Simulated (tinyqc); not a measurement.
Worked calculation: CIS and TDHF on RHF in the sto-3g basis, frozen core, for H2O, spin multiplicity 1. Computed by tinyqc, a small Python program that keeps every step (integrals from PySCF). Settings: charge = 0, multiplicity = 1, basis = sto-3g, method = RHF, frozen orbitals = 1, energy threshold = 1e-10, iteration cap = 73, orthogonalisation = symmetric, start = core, DIIS depth = 6, TDHF = 1. Command: `OMP_NUM_THREADS=1 python tinyqc.py 28371 28372 out.jsonl` (the two numbers bound the seeds that draw the settings). One thread of a shared host (Intel(R) Xeon(R) Processor @ 2.60GHz), about 0.07 s of CPU time with the checks. The early iterations of the SCF are left out here.

## One-electron integrals

Geometry (angstrom):
```
atom,x,y,z
O,0.000000,0.000000,0.000000
H,0.000000,0.858000,0.818000
H,0.000000,-0.858000,0.817000
```

Basis sto-3g: exponents (1/bohr^2) and contraction coefficients of normalised primitives:
```
element,l (shell),exponent,coefficient
O,s (1),130.709320,0.154329
O,s (1),23.808861,0.535328
O,s (1),6.443608,0.444635
O,s (2),5.033151,-0.099967
O,s (2),1.169596,0.399513
O,s (2),0.380389,0.700115
O,p (3),5.033151,0.155916
O,p (3),1.169596,0.607684
O,p (3),0.380389,0.391957
H,s (1),3.425251,0.154329
H,s (1),0.623914,0.535328
H,s (1),0.168855,0.444635
```

Overlap, kinetic and nuclear-attraction integrals over the contracted functions; the nuclear repulsion is the sum of Za Zb / Rab.

nuclear repulsion = 7.45276344 hartree

overlap S, lower triangle:
```
,1O 1s,1O 2s,1O 2px,1O 2py,1O 2pz,2H 1s,3H 1s
1O 1s,1.000000
1O 2s,0.236704,1.000000
1O 2px,0.000000,0.000000,1.000000
1O 2py,0.000000,0.000000,0.000000,1.000000
1O 2pz,0.000000,0.000000,0.000000,0.000000,1.000000
2H 1s,0.031374,0.338380,0.000000,0.222823,0.212435,1.000000
3H 1s,0.031425,0.338749,0.000000,-0.223144,0.212481,0.186705,1.000000
```

kinetic energy T (hartree), lower triangle:
```
,1O 1s,1O 2s,1O 2px,1O 2py,1O 2pz,2H 1s,3H 1s
1O 1s,29.003200
1O 2s,-0.168011,0.808128
1O 2px,0.000000,0.000000,2.528731
1O 2py,0.000000,0.000000,0.000000,2.528731
1O 2pz,0.000000,0.000000,0.000000,0.000000,2.528731
2H 1s,-0.008892,0.044841,0.000000,0.101537,0.096803,0.760032
3H 1s,-0.008894,0.045024,0.000000,-0.101842,0.096975,-0.003300,0.760032
```

nuclear attraction V (hartree), lower triangle:
```
,1O 1s,1O 2s,1O 2px,1O 2py,1O 2pz,2H 1s,3H 1s
1O 1s,-61.511503
1O 2s,-7.394467,-9.942423
1O 2px,0.000000,0.000000,-9.819795
1O 2py,0.000013,0.000151,0.000000,-9.897703
1O 2pz,-0.013972,-0.172937,0.000000,0.000054,-9.890521
2H 1s,-1.002372,-2.537278,0.000000,-1.458432,-1.437599,-5.052902
3H 1s,-1.004009,-2.540526,0.000000,1.460964,-1.438299,-1.020519,-5.054805
```

core Hamiltonian H = T + V (hartree), lower triangle:
```
,1O 1s,1O 2s,1O 2px,1O 2py,1O 2pz,2H 1s,3H 1s
1O 1s,-32.508303
1O 2s,-7.562478,-9.134296
1O 2px,0.000000,0.000000,-7.291064
1O 2py,0.000013,0.000151,0.000000,-7.368971
1O 2pz,-0.013972,-0.172937,0.000000,0.000054,-7.361790
2H 1s,-1.011265,-2.492437,0.000000,-1.356896,-1.340796,-4.292870
3H 1s,-1.012903,-2.495502,0.000000,1.359122,-1.341324,-1.023819,-4.294773
```

## Two-electron integrals

Functions are numbered as in S; the eight-fold symmetry (ij|kl) = (ji|kl) = (kl|ij) leaves the list below.

Two-electron integrals (ij|kl) in chemists' order, unique and non-zero (hartree):
```
i,j,k,l,(ij|kl)
1,1,1,1,4.785065
2,1,1,1,0.741380
2,1,2,1,0.136873
2,2,1,1,1.118947
2,2,2,1,0.256633
2,2,2,2,0.817206
3,1,3,1,0.024477
3,2,3,1,0.037809
3,2,3,2,0.180518
3,3,1,1,1.115814
3,3,2,1,0.256684
3,3,2,2,0.817023
3,3,3,3,0.880159
4,1,4,1,0.024477
4,2,4,1,0.037809
4,2,4,2,0.180518
4,3,4,3,0.047444
4,4,1,1,1.115814
4,4,2,1,0.256684
4,4,2,2,0.817023
4,4,3,3,0.785270
4,4,4,4,0.880159
5,1,5,1,0.024477
5,2,5,1,0.037809
5,2,5,2,0.180518
5,3,5,3,0.047444
5,4,5,4,0.047444
5,5,1,1,1.115814
5,5,2,1,0.256684
5,5,2,2,0.817023
5,5,3,3,0.785270
5,5,4,4,0.785270
5,5,5,5,0.880159
6,1,1,1,0.099354
6,1,2,1,0.018207
6,1,2,2,0.033986
6,1,3,3,0.033920
6,1,4,1,0.000596
6,1,4,2,0.001126
6,1,4,4,0.034027
6,1,5,1,0.000568
6,1,5,2,0.001073
6,1,5,4,0.000101
6,1,5,5,0.034017
6,1,6,1,0.002452
6,2,1,1,0.267688
6,2,2,1,0.062280
6,2,2,2,0.222823
6,2,3,3,0.218858
6,2,4,1,0.003379
6,2,4,2,0.026996
6,2,4,4,0.224973
6,2,5,1,0.003222
6,2,5,2,0.025738
6,2,5,4,0.005831
6,2,5,5,0.224416
6,2,6,1,0.008463
6,2,6,2,0.078423
6,3,3,1,0.006192
6,3,3,2,0.037211
6,3,4,3,0.005450
6,3,5,3,0.005196
6,3,6,3,0.010581
6,4,1,1,0.147571
6,4,2,1,0.034749
6,4,2,2,0.132750
6,4,3,3,0.126886
6,4,4,1,0.007829
6,4,4,2,0.052243
6,4,4,4,0.141211
6,4,5,1,0.001561
6,4,5,2,0.014331
6,4,5,4,0.008462
6,4,5,5,0.130000
6,4,6,1,0.004907
6,4,6,2,0.056823
6,4,6,4,0.051295
6,5,1,1,0.140691
6,5,2,1,0.033129
6,5,2,2,0.126561
6,5,3,3,0.120970
6,5,4,1,0.001561
6,5,4,2,0.014331
6,5,4,4,0.124237
6,5,5,1,0.007680
6,5,5,2,0.050874
6,5,5,4,0.008564
6,5,5,5,0.134330
6,5,6,1,0.004678
6,5,6,2,0.054174
6,5,6,4,0.038816
6,5,6,5,0.047587
6,6,1,1,0.439550
6,6,2,1,0.103890
6,6,2,2,0.428311
6,6,3,3,0.412065
6,6,4,1,0.006633
6,6,4,2,0.074862
6,6,4,4,0.437327
6,6,5,1,0.006324
6,6,5,2,0.071372
6,6,5,4,0.024084
6,6,5,5,0.435027
6,6,6,1,0.014202
6,6,6,2,0.199030
6,6,6,4,0.164654
6,6,6,5,0.156977
6,6,6,6,0.774606
7,1,1,1,0.099516
7,1,2,1,0.018237
7,1,2,2,0.034042
7,1,3,3,0.033976
7,1,4,1,-0.000597
7,1,4,2,-0.001128
7,1,4,4,0.034082
7,1,5,1,0.000568
7,1,5,2,0.001074
7,1,5,4,-0.000102
7,1,5,5,0.034072
7,1,6,1,0.002425
7,1,6,2,0.008251
7,1,6,4,0.004413
7,1,6,5,0.004565
7,1,6,6,0.013762
7,1,7,1,0.002460
7,2,1,1,0.268033
7,2,2,1,0.062359
7,2,2,2,0.223098
7,2,3,3,0.219127
7,2,4,1,-0.003386
7,2,4,2,-0.027043
7,2,4,4,0.225257
7,2,5,1,0.003224
7,2,5,2,0.025751
7,2,5,4,-0.005837
7,2,5,5,0.224685
7,2,6,1,0.008248
7,2,6,2,0.063647
7,2,6,4,0.031969
7,2,6,5,0.042806
7,2,6,6,0.131648
7,2,7,1,0.008488
7,2,7,2,0.078604
7,3,3,1,0.006201
7,3,3,2,0.037261
7,3,4,3,-0.005460
7,3,5,3,0.005199
7,3,6,3,0.008315
7,3,7,3,0.010607
7,4,1,1,-0.147821
7,4,2,1,-0.034807
7,4,2,2,-0.132967
7,4,3,3,-0.127092
7,4,4,1,0.007842
7,4,4,2,0.052326
7,4,4,4,-0.141448
7,4,5,1,-0.001563
7,4,5,2,-0.014345
7,4,5,4,0.008470
7,4,5,5,-0.130208
7,4,6,1,-0.004413
7,4,6,2,-0.031987
7,4,6,4,-0.008147
7,4,6,5,-0.021103
7,4,6,6,-0.060374
7,4,7,1,-0.004923
7,4,7,2,-0.056977
7,4,7,4,0.051447
7,5,1,1,0.140757
7,5,2,1,0.033144
7,5,2,2,0.126613
7,5,3,3,0.121019
7,5,4,1,-0.001563
7,5,4,2,-0.014345
7,5,4,4,0.124291
7,5,5,1,0.007689
7,5,5,2,0.050921
7,5,5,4,-0.008575
7,5,5,5,0.134383
7,5,6,1,0.004560
7,5,6,2,0.042781
7,5,6,4,0.021078
7,5,6,5,0.036674
7,5,6,6,0.096603
7,5,7,1,0.004688
7,5,7,2,0.054255
7,5,7,4,-0.038889
7,5,7,5,0.047637
7,6,1,1,0.099250
7,6,2,1,0.023350
7,6,2,2,0.092194
7,6,3,3,0.089757
7,6,4,1,-3.51e-07
7,6,4,2,-2.80e-06
7,6,4,4,0.091233
7,6,5,1,0.001773
7,6,5,2,0.017583
7,6,5,4,-5.94e-07
7,6,5,5,0.095489
7,6,6,1,0.003150
7,6,6,2,0.033647
7,6,6,4,0.021201
7,6,6,5,0.026145
7,6,6,6,0.094287
7,6,7,1,0.003155
7,6,7,2,0.033682
7,6,7,4,-0.021233
7,6,7,5,0.026155
7,6,7,6,0.018911
7,7,1,1,0.439787
7,7,2,1,0.103946
7,7,2,2,0.428515
7,7,3,3,0.412256
7,7,4,1,-0.006643
7,7,4,2,-0.074959
7,7,4,4,0.437568
7,7,5,1,0.006326
7,7,5,2,0.071377
7,7,5,4,-0.024103
7,7,5,5,0.435207
7,7,6,1,0.013747
7,7,6,2,0.131549
7,7,6,4,0.060281
7,7,6,5,0.096583
7,7,6,6,0.305470
7,7,7,1,0.014233
7,7,7,2,0.199306
7,7,7,4,-0.164946
7,7,7,5,0.157064
7,7,7,6,0.094287
7,7,7,7,0.774606
```

## Orthogonalisation

S = U s U^T; symmetric (Loewdin) form X = U s^(-1/2) U^T, so that X^T S X = 1.

eigenvalues of S: 0.486884  0.577774  0.878635  1.000000  1.115020  1.235522  1.706167

X, lower triangle:
```
,1O 1s,1O 2s,1O 2px,1O 2py,1O 2pz,2H 1s,3H 1s
1O 1s,1.023284
1O 2s,-0.133504,1.120286
1O 2px,0.000000,0.000000,1.000000
1O 2py,0.000009,-0.000099,0.000000,1.048589
1O 2pz,-0.006597,0.060260,0.000000,-0.000041,1.036916
2H 1s,0.016759,-0.184664,0.000000,-0.140901,-0.113636,1.099256
3H 1s,0.016778,-0.184966,0.000000,0.141115,-0.113705,-0.067289,1.099477
```

## Iteration 9 (converged): orbitals

converged F (hartree), lower triangle:
```
,1O 1s,1O 2s,1O 2px,1O 2py,1O 2pz,2H 1s,3H 1s
1O 1s,-20.277792
1O 2s,-5.166714,-2.404507
1O 2px,0.000000,0.000000,-0.394596
1O 2py,0.000018,0.000112,0.000000,-0.204346
1O 2pz,-0.023145,-0.056954,0.000000,0.000143,-0.238333
2H 1s,-0.698871,-0.693189,0.000000,-0.314112,-0.328367,-0.353977
3H 1s,-0.699996,-0.694004,0.000000,0.314517,-0.328375,-0.233748,-0.354496
```

Diagonalise F' = X^T F X, C = X C', fill 5 alpha and 5 beta electrons from the bottom; D = 2 C_occ C_occ^T. Each column has its largest component positive (the first on a tie).

F' = X^T F X (hartree), lower triangle:
```
,1,2,3,4,5,6,7
1,-19.906039
2,-2.676139,-1.362006
3,0.000000,0.000000,-0.394596
4,0.000042,-0.000097,0.000000,-0.043580
5,-0.051194,0.096336,0.000000,0.000040,-0.112034
6,-0.062788,-0.342612,0.000000,-0.346781,-0.299275,-0.039608
7,-0.063021,-0.343087,0.000000,0.347175,-0.299311,-0.074266,-0.039509
```

orbital energies (hartree): MO1 -20.285803, MO2 -1.193002, MO3 -0.496696, MO4 -0.446489, MO5 -0.394596, MO6 0.431389, MO7 0.487824

coefficients C:
```
,MO1,MO2,MO3,MO4,MO5,MO6,MO7
1O 1s,0.994597,-0.242892,-0.000221,0.090187,0.000000,-0.095844,0.000471
1O 2s,0.022976,0.913075,0.001131,-0.455177,0.000000,0.550799,-0.002813
1O 2px,0.000000,0.000000,0.000000,0.000000,1.000000,0.000000,0.000000
1O 2py,-0.000003,-0.000121,0.635094,0.000948,0.000000,0.003515,0.857874
1O 2pz,0.002747,0.069231,-0.001114,0.702025,0.000000,0.779141,-0.003279
2H 1s,-0.003858,0.131472,0.455467,0.364814,0.000000,-0.658815,-0.698686
3H 1s,-0.003863,0.131661,-0.456649,0.363067,0.000000,-0.652922,0.704778
```

D after iteration 9, lower triangle:
```
,1O 1s,1O 2s,1O 2px,1O 2py,1O 2pz,2H 1s,3H 1s
1O 1s,2.112705
1O 2s,-0.479956,2.082842
1O 2px,0.000000,0.000000,2.000000
1O 2py,-0.000057,0.000352,0.000000,0.806692
1O 2pz,0.098460,-0.512541,0.000000,-0.000102,0.995281
2H 1s,-0.005939,-0.091170,0.000000,0.579188,0.529385,0.715678
3H 1s,-0.005955,-0.091298,0.000000,-0.579374,0.528990,-0.116424,0.715391
```

## Convergence

Stop when the energy changes by less than 1e-10 hartree and every element of the error matrix X^T (F D S - S D F) X is below 3e-06.

Course of the cycle:
```
iteration,E (hartree),change,largest element of the error matrix
1,-73.28154910,-,4.58e-01
2,-74.61740323,-1.34e+00,3.91e-01
3,-74.89869020,-2.81e-01,6.82e-02
4,-74.90507969,-6.39e-03,1.33e-02
5,-74.90532581,-2.46e-04,3.23e-03
6,-74.90536407,-3.83e-05,7.97e-04
7,-74.90536507,-9.93e-07,1.79e-05
8,-74.90536507,-6.00e-10,8.70e-08
9,-74.90536507,1.42e-14,5.36e-08
```

PySCF RHF in the same basis = -74.90536507 hartree

Converged in 9 iterations.

## Integrals over molecular orbitals

(pq|rs) = sum C_ip C_jq C_kr C_ls (ij|kl), one index at a time.

one-electron integrals over orbitals h = C^T H C (hartree), lower triangle:
```
,1,2,3,4,5,6,7
1,-32.492220
2,0.573944,-7.537460
3,0.000499,-0.001138,-5.905837
4,-0.201908,0.560236,0.001410,-6.314961
5,0.000000,0.000000,0.000000,0.000000,-7.291064
6,0.218530,-1.107816,-0.005688,-1.452437,0.000000,-5.371218
7,-0.001072,0.005457,-1.774025,0.002875,0.000000,0.000058,-5.373677
```

Two-electron integrals over orbitals (pq|rs), unique and non-zero (hartree); the lowest 1 orbital is frozen and left out:
```
p,q,r,s,(pq|rs)
2,2,2,2,0.728200
3,2,2,2,0.000023
3,2,3,2,0.124023
3,3,2,2,0.610282
3,3,3,2,-0.000058
3,3,3,3,0.583537
4,2,2,2,-0.035774
4,2,3,2,-0.000044
4,2,3,3,0.000750
4,2,4,2,0.128696
4,3,2,2,-0.000136
4,3,3,2,0.026378
4,3,3,3,-0.000188
4,3,4,2,0.000220
4,3,4,3,0.061130
4,4,2,2,0.641933
4,4,3,2,0.000259
4,4,3,3,0.553347
4,4,4,2,-0.079809
4,4,4,3,-0.000009
4,4,4,4,0.650457
5,2,5,2,0.153345
5,3,5,2,0.000106
5,3,5,3,0.026404
5,4,5,2,-0.043590
5,4,5,3,-0.000047
5,4,5,4,0.044338
5,5,2,2,0.759570
5,5,3,2,0.000180
5,5,3,3,0.597974
5,5,4,2,-0.085692
5,5,4,3,-0.000192
5,5,4,4,0.660251
5,5,5,5,0.880159
6,2,2,2,0.123880
6,2,3,2,0.000219
6,2,3,3,0.066300
6,2,4,2,0.039013
6,2,4,3,-0.000093
6,2,4,4,0.046569
6,2,5,5,0.129035
6,2,6,2,0.093933
6,3,2,2,0.000578
6,3,3,2,-0.027280
6,3,3,3,0.000460
6,3,4,2,-0.000280
6,3,4,3,-0.037964
6,3,4,4,0.000189
6,3,5,5,0.000671
6,3,6,2,0.000310
6,3,6,3,0.068363
6,4,2,2,0.144972
6,4,3,2,-0.000226
6,4,3,3,0.056035
6,4,4,2,-0.064120
6,4,4,3,-0.000351
6,4,4,4,0.129814
6,4,5,5,0.168746
6,4,6,2,0.052822
6,4,6,3,0.000705
6,4,6,4,0.118424
6,5,5,2,0.045495
6,5,5,3,0.000099
6,5,5,4,0.009140
6,5,6,5,0.033196
6,6,2,2,0.596860
6,6,3,2,0.000590
6,6,3,3,0.545309
6,6,4,2,0.037518
6,6,4,3,0.000568
6,6,4,4,0.547753
6,6,5,5,0.584319
6,6,6,2,0.093103
6,6,6,3,-0.000366
6,6,6,4,0.063122
6,6,6,6,0.583263
7,2,2,2,-0.000617
7,2,3,2,0.058790
7,2,3,3,-0.000182
7,2,4,2,-0.000030
7,2,4,3,-0.030897
7,2,4,4,-0.000359
7,2,5,5,-0.000638
7,2,6,2,-0.000126
7,2,6,3,0.028030
7,2,6,4,-0.000282
7,2,6,6,-0.000470
7,2,7,2,0.068727
7,3,2,2,0.173322
7,3,3,2,0.000432
7,3,3,3,0.091268
7,3,4,2,-0.082532
7,3,4,3,0.000092
7,3,4,4,0.123461
7,3,5,5,0.207659
7,3,6,2,0.060947
7,3,6,3,0.000164
7,3,6,4,0.116856
7,3,6,6,0.051291
7,3,7,2,-0.000403
7,3,7,3,0.167855
7,4,2,2,-0.000259
7,4,3,2,-0.071217
7,4,3,3,-0.000015
7,4,4,2,7.18e-07
7,4,4,3,-0.023057
7,4,4,4,-0.000410
7,4,5,5,-0.000328
7,4,6,2,-0.000205
7,4,6,3,0.056861
7,4,6,4,0.000150
7,4,6,6,-0.000729
7,4,7,2,-0.014928
7,4,7,3,-0.000579
7,4,7,4,0.075630
7,5,5,2,-0.000224
7,5,5,3,0.023797
7,5,5,4,0.000010
7,5,6,5,-0.000044
7,5,7,5,0.024027
7,6,2,2,-0.000082
7,6,3,2,0.075039
7,6,3,3,-0.000122
7,6,4,2,-0.000117
7,6,4,3,0.066982
7,6,4,4,0.000269
7,6,5,5,-0.000007
7,6,6,2,-0.000183
7,6,6,3,-0.058639
7,6,6,4,-0.000459
7,6,6,6,0.000744
7,6,7,2,-0.005403
7,6,7,3,0.000506
7,6,7,4,-0.063347
7,6,7,6,0.106503
7,7,2,2,0.593024
7,7,3,2,-0.000669
7,7,3,3,0.569478
7,7,4,2,-0.013970
7,7,4,3,-0.000596
7,7,4,4,0.554930
7,7,5,5,0.589660
7,7,6,2,0.054107
7,7,6,3,0.000830
7,7,6,4,0.049575
7,7,6,6,0.544168
7,7,7,2,-0.000231
7,7,7,3,0.084184
7,7,7,4,0.000523
7,7,7,6,-0.000828
7,7,7,7,0.576234
```

## CIS matrix, singlets

A(ia,jb) = (e_a - e_i) d_ij d_ab + 2 (ia|jb) - (ij|ab).

CIS matrix A, singlet (hartree), lower triangle:
```
,2>6,2>7,3>6,3>7,4>6,4>7,5>6,5>7
2>6,1.215398
2>7,-0.000171,1.225256
3>6,0.000030,-0.018979,0.519502
3>7,0.046855,-0.000137,0.000449,0.750753
4>6,0.068125,-0.000448,0.000842,0.166730,0.566974
4>7,-0.000293,-0.015887,0.046740,-0.000563,0.000031,0.530642
5>6,0.000000,0.000000,0.000000,0.000000,0.000000,0.000000,0.308059
5>7,0.000000,0.000000,0.000000,0.000000,0.000000,0.000000,-0.000080,0.340814
```

## CIS singlet states

dipole integrals <i|r|a> (bohr):
```
,x,y,z
2>6,0.000000,0.000154,-0.029240
2>7,0.000000,-0.024584,0.000331
3>6,0.000000,-0.842655,-0.002711
3>7,0.000000,0.005282,-0.820071
4>6,0.000000,-0.005244,-0.768343
4>7,0.000000,-0.842968,0.001444
5>6,0.060954,0.000000,0.000000
5>7,-0.000283,0.000000,0.000000
```

Diagonalise A (1 hartree = 27.211386 eV); each vector has its largest component positive (the first on a tie). The transition dipole is mu = sqrt2 sum c_ia <i|r|a>.

singlet excitation energies (eV): 8.382714  9.274037  12.703118  13.006591  15.543944  22.710619  33.366034  33.516320

lowest vectors:
```
,state 1,state 2,state 3,state 4,state 5,state 6
2>6,0.000000,0.000000,-0.047397,-0.000737,0.000104,-0.191581
2>7,0.000000,0.000000,0.000165,0.004920,0.037398,0.000839
3>6,0.000000,0.000000,-0.014381,0.748481,0.662384,0.002287
3>7,0.000000,0.000000,-0.499898,-0.009342,-0.003319,0.854181
4>6,0.000000,0.000000,0.864649,0.011240,0.004318,0.483389
4>7,0.000000,0.000000,0.005521,-0.662976,0.748211,-0.001040
5>6,0.999997,-0.002454,0.000000,0.000000,0.000000,0.000000
5>7,0.002454,0.999997,0.000000,0.000000,0.000000,0.000000
```

oscillator strengths 2/3 w |mu|^2: 0.001526  0.000000  0.039830  0.003320  1.078265  1.265257

## TDHF (RPA) singlet states

B(ia,jb) = 2 (ia|jb) - (ib|ja); the squared energies are the eigenvalues of (A - B)(A + B); 1 hartree = 27.211386 eV.

TDHF matrix B, singlet (hartree), lower triangle:
```
,2>6,2>7,3>6,3>7,4>6,4>7,5>6,5>7
2>6,0.093933
2>7,-0.000126,0.068727
3>6,0.000310,-0.004886,0.068363
3>7,0.093864,-0.000403,0.000164,0.167855
4>6,0.052822,-0.000360,0.000705,0.176851,0.118424
4>7,-0.000127,-0.014928,-0.003134,-0.000579,0.000150,0.075630
5>6,0.000000,0.000000,0.000000,0.000000,0.000000,0.000000,0.033196
5>7,0.000000,0.000000,0.000000,0.000000,0.000000,0.000000,-0.000044,0.024027
```

squared energies w^2 (hartree^2): 0.093798  0.115577  0.214207  0.222844  0.321498  0.604326  1.476231  1.498350

TDHF energies from the positive w^2 (eV): 8.333902  9.250961  12.594115  12.845501  15.429063  21.153702  33.061904  33.308666

## CIS matrix, triplets

A(ia,jb) = (e_a - e_i) d_ij d_ab - (ij|ab).

CIS matrix A, triplet (hartree), lower triangle:
```
,2>6,2>7,3>6,3>7,4>6,4>7,5>6,5>7
2>6,1.027532
2>7,0.000082,1.087803
3>6,-0.000590,-0.075039,0.382776
3>7,-0.075039,0.000669,0.000122,0.415042
4>6,-0.037518,0.000117,-0.000568,-0.066982,0.330126
4>7,0.000117,0.013970,-0.066982,0.000596,-0.000269,0.379383
5>6,0.000000,0.000000,0.000000,0.000000,0.000000,0.000000,0.241667
5>7,0.000000,0.000000,0.000000,0.000000,0.000000,0.000000,0.000007,0.292760
```

## CIS triplet states

Diagonalise A (1 hartree = 27.211386 eV); each vector has its largest component positive (the first on a tie).

triplet excitation energies (eV): 6.576100  7.802032  7.966411  8.480953  12.026653  12.195439  28.240293  29.832284

lowest vectors:
```
,state 1,state 2,state 3,state 4,state 5,state 6
2>6,0.000000,0.094496,0.000000,-0.000913,-0.002790,0.077789
2>7,0.000000,0.000205,0.000000,0.056660,-0.095660,-0.003249
3>6,0.000000,0.009184,0.000000,0.715536,-0.690039,-0.016190
3>7,0.000000,0.503476,0.000000,-0.010005,-0.023760,0.855920
4>6,0.000000,0.858758,0.000000,-0.006359,0.016842,-0.510363
4>7,0.000000,0.005747,0.000000,0.696173,0.716826,0.024646
5>6,1.000000,0.000000,0.000133,0.000000,0.000000,0.000000
5>7,-0.000133,0.000000,1.000000,0.000000,0.000000,0.000000
```

## TDHF (RPA) triplet states

B(ia,jb) = - (ib|ja); the squared energies are the eigenvalues of (A - B)(A + B); 1 hartree = 27.211386 eV.

TDHF matrix B, triplet (hartree), lower triangle:
```
,2>6,2>7,3>6,3>7,4>6,4>7,5>6,5>7
2>6,-0.093933
2>7,0.000126,-0.068727
3>6,-0.000310,-0.060947,-0.068363
3>7,-0.028030,0.000403,-0.000164,-0.167855
4>6,-0.052822,0.000205,-0.000705,-0.056861,-0.118424
4>7,0.000282,0.014928,-0.116856,0.000579,-0.000150,-0.075630
5>6,0.000000,0.000000,0.000000,0.000000,0.000000,0.000000,-0.033196
5>7,0.000000,0.000000,0.000000,0.000000,0.000000,0.000000,0.000044,-0.024027
```

squared energies w^2 (hartree^2): 0.040663  0.057301  0.059876  0.085131  0.188250  0.191952  1.066554  1.192266

TDHF energies from the positive w^2 (eV): 5.487207  6.513764  6.658512  7.939536  11.806412  11.921940  28.102318  29.712364
